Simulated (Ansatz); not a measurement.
## Relative stability

Two relaxed structures of CH5SSi (charge -1), closed shell (PBE0-D4/def2-TZVPD; forces vanish, vibrations not checked).

A:

```
8
angstrom
Si -0.6768 0.8800 -0.2618
C 0.9461 -0.1867 -0.0370
S 0.9220 -1.6170 1.1032
H -1.6377 -0.3086 -0.4573
H 1.7460 0.4770 0.3059
H -0.9890 1.0362 1.2389
H 1.2419 -0.5698 -1.0186
H -0.3583 -1.4938 1.4867
```

B:

```json
{"atom": "Si1", "x (Å)": "-0.5331", "y (Å)": "0.8015", "z (Å)": "-0.2670"}
{"atom": "C2", "x (Å)": "0.8705", "y (Å)": "-0.2940", "z (Å)": "-0.1933"}
{"atom": "S3", "x (Å)": "1.1644", "y (Å)": "-1.2251", "z (Å)": "1.2407"}
{"atom": "H4", "x (Å)": "-1.9553", "y (Å)": "0.2374", "z (Å)": "-0.2768"}
{"atom": "H5", "x (Å)": "-0.5162", "y (Å)": "1.6433", "z (Å)": "-1.5225"}
{"atom": "H6", "x (Å)": "-0.6308", "y (Å)": "1.7764", "z (Å)": "0.8806"}
{"atom": "H7", "x (Å)": "1.3317", "y (Å)": "-0.6647", "z (Å)": "-1.1067"}
{"atom": "H8", "x (Å)": "0.2688", "y (Å)": "-2.2749", "z (Å)": "1.2450"}
```

Ansatz 0.2.0; basis: def2-TZVPPD; cores frozen in the correlated methods. B3LYP uses VWN-RPA correlation.

Question: Which structure is lower at CCSD(T), and by how much? (An estimate is asked for; the value comes from the calculation.)

Answer: The calculation gives: A, by 8.60 kcal/mol (electronic energy, against the other). By their contacts, A is CH₅SSi ([SiH2][CH2][SH]), total charge -1 and B is CH₅SSi ([SiH3][CH][SH]), total charge -1.

All methods give the same order:

```json
{"method": "PBE-D4", "E(B) − E(A) (kcal/mol)": "8.08"}
{"method": "r2SCAN-D4", "E(B) − E(A) (kcal/mol)": "6.45"}
{"method": "PBE0-D4", "E(B) − E(A) (kcal/mol)": "7.86"}
{"method": "B3LYP-D4", "E(B) − E(A) (kcal/mol)": "7.03"}
{"method": "wB97M-V", "E(B) − E(A) (kcal/mol)": "7.74"}
{"method": "HF", "E(B) − E(A) (kcal/mol)": "6.34"}
{"method": "MP2", "E(B) − E(A) (kcal/mol)": "5.69"}
{"method": "CCSD", "E(B) − E(A) (kcal/mol)": "8.50"}
{"method": "CCSD(T)", "E(B) − E(A) (kcal/mol)": "8.60"}
```

The T1 diagnostic stays at or below 0.014.

Labels in which every atom is bracketed show which atoms are joined, not bond orders.

For scale, one of the runs: CCSD(T)/def2-TZVPPD, 221 basis functions, launched by `ansatz run in.yaml --threads 2 --pin off --events-out ev --progress --plain --max-ram 4352MiB`. Hardware: 2 CPU threads of an Arm Neoverse V2, shared host. Wall time 64 s; peak host memory 3.2 GiB.
